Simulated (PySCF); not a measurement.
Molecule: SMILES C(OC)(=O)[O-], [C2H3O3]-.

Geometry (Å), atoms numbered from 1 in this order:
```xyz
8

C    -1.0307   -0.1376    0.0074
O     0.1924   -0.7808   -0.1286
C     1.3839    0.0934   -0.0302
O     1.1496    1.2802    0.1384
O     2.4183   -0.5399   -0.1408
H    -1.2374    0.1234    1.0567
H    -1.8086   -0.8206   -0.3511
H    -1.0582    0.7913   -0.5763
```

Total charge -1.

Frames of a GFN2-xTB Langevin trajectory at 400 K; GIAO PBE0/pcSseg-1 shieldings in PySCF 2.14, gas phase, non-relativistic; equivalent atoms averaged within each frame.

Scale: TMS for 13C (186.93 ppm), 1H (31.72 ppm); 17O (336.08 ppm) vs H2O (reference shieldings calculated alike). The references are static minima.

Problem. How do the shifts (ppm) fluctuate along the trajectory?

Solution. 
| time (fs) | C3 | C1 | O4/O5 | O2 | H6/H7/H8 |
| --- | --- | --- | --- | --- | --- |
| optimised geometry | 157.4 | 53.3 | 226.2 | 137.3 | 3.38 |
| 250 | 164.4 | 54.2 | 247.9 | 148.7 | 3.61 |
| 425 | 165.4 | 60.6 | 250.9 | 159.2 | 3.80 |
| 625 | 163.5 | 56.5 | 248.0 | 163.3 | 3.86 |
| 800 | 155.5 | 44.9 | 225.3 | 111.9 | 2.45 |
| 1000 | 152.8 | 52.4 | 220.4 | 156.7 | 3.33 |
| mean of frames | 160.3 | 53.7 | 238.5 | 148.0 | 3.41 |
| standard deviation | 5.7 | 5.8 | 14.4 | 20.9 | 0.57 |

5 frames give an uncertainty of the mean of about the standard deviation over 2.2 at best, since frames this close in time may not be independent; classical motion lacks zero-point vibration, and the reference would need the same averaging.
